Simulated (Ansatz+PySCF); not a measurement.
Values are calculated unless marked as measured or tabulated.
Input for Ansatz (development build ahead of 0.2.0):

```yaml
crystal:
  periodic: [false, false, false]
  atoms:
    - { symbol: C, position_ang: [0.0, -0.41172, -0.0523] }
    - { symbol: O, position_ang: [0.0, -0.39054, 1.15377] }
    - { symbol: "N", position_ang: [0.0, 0.6799, -0.8543] }
    - { symbol: H, position_ang: [0.0, -1.3629, -0.64172] }
    - { symbol: H, position_ang: [0.0, 0.59695, -1.86061] }
    - { symbol: H, position_ang: [0.0, 1.60131, -0.43392] }
basis:
  gaussian: { orbitals: def2-SVP }
magnetization:
  spin_polarized: true
hamiltonian:
  xc: hf
correlation:
  method: mp2
  frozen_orbitals: { C: 1, H: 0, "N": 1, O: 1 }
```

The input is written out in the form of the current development build from the run's settings.

Output:

```yaml
Converged: yes
Reference_energy: -168.80624 hartree
Correlation_energy: -0.48170 hartree
Total_energy: -169.28794 hartree
Spin_squared_of_the_determinant: 0.000
Stability_test: minimum
Occupied_orbitals_by_symmetry_in_an_Abelian_subgroup_alpha;_beta: 10 A' 2 A''; 10 A' 2 A''
```
